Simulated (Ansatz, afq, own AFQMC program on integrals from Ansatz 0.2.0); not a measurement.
AFQMC on a folder of integrals that Ansatz 0.2.0 wrote.

```yaml
crystal:
  periodic: [false, false, false]
  atoms:
    - {symbol: O, position_ang: [0.000000, -0.065318, 0.000000]}
    - {symbol: H, position_ang: [0.000000, 0.518410, -0.761550]}
    - {symbol: H, position_ang: [0.000000, 0.518410, 0.761550]}
basis:
  gaussian: {orbitals: cc-pVQZ}
magnetization: {spin_polarized: false, initial_magnetization: 2}
correlation: {method: ccsd_t, electrons: outside_noble_gas, hamiltonian_folder: ham}
```

```sh
$ ansatz run in.yaml --threads 1 --pin off --events-out ev --progress --plain --max-ram 16896MiB --backend cuda --devices 0, --max-vram 18GiB
```

Options of the walk:

```
--method free --trial cisd --walkers 200 --time-step 0.03 --max-blocks 4000 --target-error 0.00034 --factor-cut 1e-05 --seed 7156 --times 0,0.3,0.6,1.2,1.8,2.4,3.6,4.8,6 --taylor-order 8
```

Times are imaginary, in 1/Eh. The walk had a cap of 86 s.

Output of the walk:

```
orbitals 114  electrons 5 3  factors 685 of 685
reference energy -75.82702543 Eh
CCSD correlation -0.24872427 Eh in 10 cycles, weight of the determinant in the CISD state 0.9416
repeat  energy at the last time / Eh  error
    10  -76.085394  0.001513
    20  -76.083686  0.000729
    30  -76.082627  0.000897
    40  -76.084061  0.001144
    50  -76.083760  0.000967
    60  -76.084055  0.000865
    70  -76.083892  0.000769
    80  -76.083672  0.000695
    90  -76.083697  0.000650
   100  -76.083684  0.000596
   110  -76.083491  0.000543
   120  -76.083190  0.000520
   130  -76.083095  0.000482
   140  -76.083121  0.000459
   150  -76.083026  0.000443
   160  -76.083098  0.000427
   170  -76.083048  0.000408
   180  -76.083146  0.000397
time / (1/Eh)  energy / Eh  error  mean overlap
  0.00  -76.075759  0.000033  1.0620
  0.30  -76.081919  0.000071  1.0561
  0.60  -76.082672  0.000070  1.0542
  1.20  -76.083097  0.000085  1.0452
  1.80  -76.083139  0.000109  1.0358
  2.40  -76.083125  0.000134  1.0226
  3.60  -76.083467  0.000204  0.9868
  4.80  -76.083201  0.000272  0.9811
  6.00  -76.083027  0.000406  0.9759
energy -76.083027 +/- 0.000406 Eh
```

The run passed its tests (error under three times the target), which doesn't prove that it has relaxed, ending at its cap on processor time.

Against this walk (error 11.0 meV) on the same determinant: CCSD(T) 8.5 meV higher (within the noise), the released energy of a separate walk with a CISD trial 10.2 ± 12.7 meV lower (within the noise). The error is statistical, and a free projection of finite length keeps a remainder of its start.

Cautions: remainder of the start not in the error; error above the target (11.0 against 9.3 meV); another spin lies lower (by 7.53 eV).

The walk took 86 s on 2 threads of a server CPU with a shared H100 80 GB, shared host (the card was shared). The log's last line is the free-projection energy.

A walk keeps the symmetry of its determinant, which the program's search chose and which needn't be the lowest solution, so a lower state of the same spin and another symmetry isn't excluded.
